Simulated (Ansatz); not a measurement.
Input file:

```yaml
crystal:
  periodic: [false, false, false]
  atoms:
    - {symbol: Al, position_ang: [0.000000, 0.000000, -0.445118]}
    - {symbol: Na, position_ang: [0.000000, 0.000000, 2.530615]}
    - {symbol: H, position_ang: [0.000000, 0.000000, -2.085498]}
basis:
  gaussian: {orbitals: cc-pVDZ}
magnetization: {spin_polarized: false, initial_magnetization: 1}
correlation: {method: ccsd_t, electrons: outside_noble_gas}
output: {forces: true}
```

```sh
$ ansatz run in.yaml --threads 1 --pin off --events-out ev --progress --plain --max-ram 2393MiB
```

Log:

```
391 factors; integrals over basis functions are off by at most 9.8e-4 eV
mean field evaluation 1: about -11000.9446 eV, gradient 6.6e0 eV
mean field evaluation 2: about -11000.9628 eV, gradient 6.6e0 eV
mean field evaluation 4: about -11001.4592 eV, gradient 4.1e-1 eV
mean field evaluation 8: about -11001.4642 eV, gradient 6.8e-2 eV
mean field evaluation 16: about -11001.3948 eV, gradient 1.7e0 eV
mean field evaluation 32: about -11001.5479 eV, gradient 2.8e-6 eV
mean field evaluation 64: about -11001.4474 eV, gradient 8.1e-1 eV
mean field evaluation 96: about -10997.5374 eV, gradient 7.6e0 eV
mean field evaluation 128: about -11001.5381 eV, gradient 7.1e-1 eV
mean field evaluation 160: about -10998.2713 eV, gradient 5.4e-4 eV
...
mean field -11001.54785913 eV, -404.2994267060 hartree, gradient 3.0e-6 eV, S^2 0.750000; 14 other end points of the search recorded, 0 dependent functions left out
mean field evaluation 640: about -11001.4510 eV, gradient 5.3e-1 eV
mean field evaluation 672: about -11001.6239 eV, gradient 6.4e-2 eV
mean field evaluation 704: about -11001.5259 eV, gradient 5.7e-1 eV
mean field evaluation 736: about -11001.4677 eV, gradient 3.0e-4 eV
determinant -11001.54785913 eV, -404.2994267060 hartree, with singles and doubles -11003.78785786 eV, -404.3817451410 hartree
determinant -11001.46432674 eV, -404.2963569473 hartree, with singles and doubles -11003.54624857 eV, -404.3728661634 hartree
determinant -10999.57796640 eV, -404.2270344834 hartree, with singles and doubles -11001.77236152 eV, -404.3076770167 hartree
determinant -10999.28321493 eV, -404.2162025666 hartree, with singles and doubles -11001.35199341 eV, -404.2922287736 hartree
determinant -10998.49831253 eV, -404.1873579354 hartree, with singles and doubles -11000.76188657 eV, -404.2705427471 hartree
determinant -10998.27126801 eV, -404.1790142035 hartree, with singles and doubles -11000.66106384 eV, -404.2668375803 hartree
determinant -10994.11519963 eV, -404.0262815075 hartree, with singles and doubles -10996.88431163 eV, -404.1280444964 hartree
determinant -11001.54785913 eV, -404.2994267060 hartree, with singles and doubles -11003.78760513 eV, -404.3817358535 hartree
determinant -11001.46432674 eV, -404.2963569473 hartree, with singles and doubles -11003.54596586 eV, -404.3728557739 hartree
10 core orbitals not correlated: weight in the atoms' cores, before any rotation towards them, 1.000 or more for the frozen orbitals, at most 0.000 for the correlated occupied ones
reference -11001.54785913 eV, -404.2994267060 hartree; 3, 2 occupied and 28, 29 virtual orbitals, 391 factors
second order -1.62455807 eV of doubles, -0.03831219 eV of singles
cycle   1  -2.23974227 eV  change    3.7e-6 eV  update   4.0e-6
cycle   2  -2.23974066 eV  change    1.6e-6 eV  update   2.8e-6
cycle   3  -2.23973955 eV  change    1.1e-6 eV  update   1.7e-6
cycle   4  -2.23974045 eV  change   -9.0e-7 eV  update   4.9e-7
cycle   5  -2.23974049 eV  change   -3.6e-8 eV  update   2.0e-7
cycle   6  -2.23974044 eV  change    4.7e-8 eV  update   1.0e-7
perturbative correction -0.05586849 eV, -0.0020531291 hartree
the calculation of the forces begins
Total energy: -11003.84346806 eV, -404.3837887781 hartree
Atom 0 at     0.000000     0.000000    -0.445118 Å, force    -0.000000     0.000000     0.227721 eV/Å
Atom 1 at     0.000000     0.000000     2.530615 Å, force     0.000000    -0.000000    -0.406499 eV/Å
Atom 2 at     0.000000     0.000000    -2.085498 Å, force     0.000000    -0.000000     0.178777 eV/Å
Dipole moment:    -0.000000     0.000000     1.693221 e Å
```

Forces (eV/Å):
```
Al   0.000  0.000  0.228
Na   0.000  0.000 -0.406
H    0.000  0.000  0.179
```

For the same geometry and basis full CI lies 22.9 meV lower.

Ran on 1 thread of Arm Neoverse V1, shared host: 4.5 s wall, 0.11 GiB peak host memory.
